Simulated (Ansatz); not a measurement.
Calculation: frozen-core CCSD(T)/cc-pVTZ // B3LYP-D3(BJ)/def2-TZVP in Ansatz (a program for electronic structure).

Ansatz 0.2 input:
```yaml
crystal:
  periodic: [false, false, false]
  atoms:
    - { symbol: C, position_ang: [1.35547, -0.106937, 0.282974] }
    - { symbol: C, position_ang: [0.225771, -0.322822, -0.378447] }
    - { symbol: C, position_ang: [-1.10858, 0.245029, -0.011573] }
    - { symbol: H, position_ang: [2.293119, -0.546782, -0.031778] }
    - { symbol: H, position_ang: [1.382139, 0.520632, 1.167118] }
    - { symbol: H, position_ang: [0.246332, -0.959121, -1.259718] }
    - { symbol: H, position_ang: [-1.514338, 0.851082, -0.826895] }
    - { symbol: H, position_ang: [-1.045201, 0.869829, 0.880414] }
    - { symbol: H, position_ang: [-1.834711, -0.550911, 0.177907] }
basis:
  gaussian: { orbitals: cc-pVTZ }
correlation:
  method: ccsd_t
```

Output:

```
Functional definition: HF
972 factors; integrals over basis functions are off by at most 1.2e-3 eV
mean field evaluation 1: about -3184.5322 eV, gradient 2.9e1 eV
mean field evaluation 2: about -3184.5333 eV, gradient 2.9e1 eV
mean field evaluation 4: about -3186.8742 eV, gradient 2.7e0 eV
mean field evaluation 8: about -3186.9017 eV, gradient 1.9e-1 eV
mean field evaluation 16: about -3186.9022 eV, gradient 4.5e-1 eV
mean field -3186.90182800 eV, -117.1164820193 hartree, gradient 3.8e-6 eV, S^2 0.000000; 0 other end points of the search recorded, 0 dependent functions left out
3 core orbitals not correlated
reference -3186.90182800 eV, -117.1164820193 hartree; 9, 9 occupied and 162, 162 virtual orbitals, 972 factors
second order -13.85783861 eV of doubles, -0.00000000 eV of singles
cycle   1  -14.35985871 eV  change   -5.0e-1 eV  update   7.5e-2
cycle   2  -14.72502953 eV  change   -3.7e-1 eV  update   2.3e-2
cycle   3  -14.78653200 eV  change   -6.2e-2 eV  update   9.8e-3
cycle   4  -14.78500595 eV  change    1.5e-3 eV  update   2.7e-3
cycle   5  -14.78565262 eV  change   -6.5e-4 eV  update   8.0e-4
cycle   6  -14.78568832 eV  change   -3.6e-5 eV  update   2.2e-4
cycle   7  -14.78566728 eV  change    2.1e-5 eV  update   5.5e-5
cycle   8  -14.78567987 eV  change   -1.3e-5 eV  update   2.3e-5
cycle   9  -14.78567915 eV  change    7.2e-7 eV  update   6.8e-6
perturbative correction -0.61070388 eV, -0.0224429536 hartree
Total energy: -3202.29821103 eV, -117.6822886595 hartree
```

Cost: around 25 core-seconds (rough).
